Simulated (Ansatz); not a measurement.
Species: CH$_{3}$O, net charge 0, doublet state. SMILES: [CH2]O
Geometry from a B3LYP-D3(BJ)/def2-TZVP (Ansatz, an electronic-structure program) optimisation:
```xyz
5

C      0.6856     0.0200    -0.0430
O     -0.6711    -0.1179     0.0029
H     -1.0910     0.7448    -0.0816
H      1.1252     0.9802     0.1938
H      1.2214    -0.9012     0.1227
```
Charge 0, spin multiplicity 2.

Quantity: atomisation energy, in kcal/mol. Set-up: open shells spin-unrestricted; valence correlation only; 6-31G* and kin with 6d, 5d where marked; non-relativistic; dispersion terms only where a functional's name holds one; 6-311+G** with 5d; spin-orbit terms left out; atomisation electronic, to ground-state atoms; LANL2DZ all-electron up to Ne. Basis-set limits of correlation are two-point, X^-3; Hartree-Fock from the larger set. First-principles rows: single points at B3LYP-D3(BJ) geometries (Ansatz).

Coupled cluster (Ansatz) is a level with limits of its own, used here on species with T1 under 0.025 (0.045 for open shells) and stable references: CCSD(T)/CBS(cc-pVTZ,cc-pVQZ).

Value to compare with, CCSD(T)/CBS(cc-pVTZ,cc-pVQZ) (Ansatz): 408.7 kcal/mol.

```csv
level,program,atomisation energy (kcal/mol),difference
PBE/STO-3G,Ansatz,466.2,57.5
PBE/3-21G,Ansatz,402.1,-6.6
PBE/LANL2DZ,Ansatz,398.8,-9.9
PBE/6-31G*,Ansatz,416.1,7.4
PBE/def2-SVP,Ansatz,421.6,12.9
PBE/6-311+G**,Ansatz,418.2,9.5
PBE/def2-TZVPD,Ansatz,420.6,11.9
```

Among the 6 habitual levels, PBE/STO-3G lies farthest from CCSD(T)/CBS(cc-pVTZ,cc-pVQZ) (Ansatz) (57.5 kcal/mol) and PBE/3-21G nearest (-6.6); 4 of 6 lie above it, and their mean absolute difference is 17.3 kcal/mol, the median 9.7. One case shows no general order.

The sets are all those run for this method; runs whose electronic state is in doubt are left out.
